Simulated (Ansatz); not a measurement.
This geometry of CH6AlCl (9 atoms, charge 0, multiplicity 1) is a first-order saddle point.

Level of theory: Ansatz 0.2.0, RKS PBE-D4/6-31G*.

```xyz
9
Properties=species:S:1:pos:R:3
Al -0.025 -0.145 0.219
C -0.006 0.058 2.236
H -0.952 -0.102 2.784
H 0.826 -0.371 2.823
H 0.166 1.155 2.279
H 1.402 -0.105 -0.504
H -1.402 0.229 -0.505
Cl -0.318 -2.688 0.677
H -0.194 -1.720 1.635
```

(1) Which two structures does it join? (They come from a converged band through this point; their orientation in space is the band's.)

(2) How far does it lie above each of them?

Answers

(1) Bonds broken: Al1–C2, Cl8–H9. Bonds formed: Al1–Cl8, C2–H9. CH6AlCl becomes AlClH2 + CH4.

First end point:

```xyz
9
Properties=species:S:1:pos:R:3
Al -0.001 0.005 0.251
C 0.037 0.294 2.212
H -0.905 -0.006 2.708
H 0.875 -0.230 2.706
H 0.172 1.369 2.441
H 1.380 -0.101 -0.569
H -1.370 0.233 -0.563
Cl -0.321 -2.671 0.580
H -0.368 -2.580 1.877
```

Last end point:

```xyz
9
Properties=species:S:1:pos:R:3
Al -0.081 -0.625 -0.244
C -0.023 -0.094 2.569
H -0.934 0.164 3.127
H 0.845 -0.167 3.240
H 0.177 0.707 1.834
H 1.394 -0.045 -0.405
H -1.431 0.213 -0.360
Cl -0.274 -2.752 -0.225
H -0.175 -1.089 2.108
```

(2) 0.103 eV above the first and 1.899 eV above the second. This is the barrier of this one path; another mechanism may lie lower. The orbitals stay closed-shell, which can raise the energy where a bond breaks towards radicals; this wasn't checked here.

The run took 79 s on 1 thread of Arm Neoverse V2, with other jobs on the host, peak memory 0.12 GiB.
